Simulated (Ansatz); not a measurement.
# B2H5 (doublet): from Hartree-Fock to the top rungs at distance B1–H4 along a hydrogen transfer = 1.790 Å, cc-pVDZ

One table from this session's results is given with a row withheld; the runs are named, their logs left out.

The runs use Ansatz 0.2.0, Gaussian basis; cc-pVDZ, core rule «outside noble gas», up to 2 orbitals frozen.

To be run: UHF; CCSD(T) on ROHF; CCSD(T) on UHF; BCCD(T) on ROHF; CISD; CCSDT(Q) on ROHF; CCSDT(Q) on UHF; CASSCF and MRCISD+Q, 3 electrons in 3 orbitals; CASSCF and NEVPT2, 3 electrons in 3 orbitals; CASSCF and NEVPT2, 9 electrons in 9 orbitals.

7 further runs of the same task are left out: 4 that didn't finish, 3 set aside as unsound or not needed.

## The geometry

The geometry derives from fragments relaxed apart (PBE0/def2-TZVP) and kept rigid, so it is no stationary point. A hydrogen atom is moved between rigid fragments.

7 atoms, charge 0, spin multiplicity 2.

Atoms are counted from 1 here; the program's logs count them from 0.

Bond lengths: B1–H2 1.193 Å, B1–H3 1.193 Å, H4–B5 1.269 Å, B5–H6 1.191 Å, B5–H7 1.191 Å. Angles: H2–B1–H3 120.0°, H4–B5–H6 115.3°, H4–B5–H7 115.3°, H6–B5–H7 129.4°.

Set-up of the first run:

in.yaml reads:

```yaml
crystal:
  periodic: [false, false, false]
  atoms:
    - {symbol: B, position_ang: [-1.532720, 0.000000, 0.000000]}
    - {symbol: H, position_ang: [-2.129454, 1.033571, 0.000000]}
    - {symbol: H, position_ang: [-2.129454, -1.033571, 0.000000]}
    - {symbol: H, position_ang: [0.257280, 0.000000, 0.000000]}
    - {symbol: B, position_ang: [1.526280, 0.000000, 0.000000]}
    - {symbol: H, position_ang: [2.035353, 0.000000, 1.077008]}
    - {symbol: H, position_ang: [2.035353, 0.000000, -1.077008]}
basis:
  gaussian: {orbitals: cc-pVDZ}
magnetization: {spin_polarized: true, initial_magnetization: 1}
hamiltonian: {xc: hf}
output: {orbitals: {seedname: orbitals}}
```

Started as:

```bash
$ ansatz run in.yaml --threads 1 --pin off --events-out ev --progress --plain --max-ram 2393MiB
```

Among the steps run: UHF; CCSD(T) on ROHF; CCSD(T) on UHF; BCCD(T) on ROHF; CISD; CCSDT(Q) on ROHF; CCSDT(Q) on UHF; CASSCF and MRCISD+Q, 3 electrons in 3 orbitals; CASSCF and NEVPT2, 3 electrons in 3 orbitals; CASSCF and NEVPT2, 9 electrons in 9 orbitals.

One of the session's tables, all rows but one given; the rest of the session is left out.

It belongs to the step «Misses and costs». 

```
       method  from UCCSDT(Q) (meV)
         ROHF               +5977.7
          UHF               +5880.2
         RMP2               +1343.1
         UMP2               +1342.6
         CISD                +547.0
        RCCSD                +125.9
        UCCSD                +124.6
     RCCSD(T)                     ?
     UCCSD(T)                 +27.4
      BCCD(T)                 +27.4
       RCCSDT                  +2.9
       UCCSDT                  +2.7
    RCCSDT(Q)                  +0.2
    UCCSDT(Q)                     0
  CASSCF pair               +5552.5
  NEVPT2 pair               +1346.0
  MRCISD pair                +489.4
MRCISD+Q pair                 +21.1
```

**Question.** Estimate the row for RCCSD(T).

As computed: from UCCSDT(Q) (meV): +27.1. In the column «from UCCSDT(Q) (meV)» it lies between MRCISD+Q pair (+21.1) and UCCSD(T) (+27.4).

Left out of the table: CASSCF frontier, NEVPT2 frontier (the active space lost an orbital or holds another state than full CI finds).

Limits of these values: Restricted and unrestricted rows rest on different reference determinants; where their highest levels disagree by more than a few hundredths of an eV, they describe different states and don't form one ladder. Warnings in the runs' records: passed over end.
